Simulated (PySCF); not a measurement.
Compound: ethyl vinyl ketone, C5H8O.
Geometry (GFN2-xTB, Å), atoms numbered from 1 in this order:
```
atom  x, y, z in Å
C1     2.6274    0.7154    0.0682
C2     1.5496    0.2293    0.6696
C3     0.2492    0.1316   -0.0364
O4     0.1161    0.4168   -1.2034
C5    -0.8916   -0.3496    0.8362
C6    -2.2018   -0.4601    0.0704
H7     2.5660    1.0458   -0.9566
H8     3.5822    0.8008    0.5591
H9     1.5731   -0.1080    1.6962
H10   -0.9908    0.3524    1.6693
H11   -0.6103   -1.3176    1.2599
H12   -2.1008   -1.1770   -0.7405
H13   -2.4638    0.5019   -0.3628
H14   -3.0051   -0.7822    0.7285
```

A PySCF run (density fitting, gas phase, GFN2-xTB geometry) gave HOMO -5.63 eV, LUMO -2.57 eV, dipole 2.57 D and E = -270.500 Eh.

Question: Which of these levels was it?
A. revPBE/aug-cc-pVDZ
B. PBE0/pcSseg-1
C. X3LYP/pcJ-1

Answer: A. It is revPBE/aug-cc-pVDZ. All candidates on this geometry:

| level and settings | kind | basis functions | SCF cycles | E (Eh) | HOMO (eV) | LUMO (eV) | dipole (D) |
| --- | --- | --- | --- | --- | --- | --- | --- |
| revPBE/aug-cc-pVDZ, grid level 3, damping 0.2 at the start, DIIS from the seventh cycle | GGA | 210 | 24 | -270.4999 | -5.63 | -2.57 | 2.57 |
| X3LYP/pcJ-1 | global hybrid | 242 | 14 | -270.4384 | -7.13 | -1.67 | 2.70 |
| PBE0/pcSseg-1 | global hybrid | 142 | 14 | -270.1967 | -7.33 | -1.58 | 2.67 |

The nearest other candidate, by the summed differences of HOMO and LUMO, is X3LYP/pcJ-1: its HOMO differs by -1.50 eV and its LUMO by +0.90 eV. Cycle counts include a coarse-grid stage where the run had one.
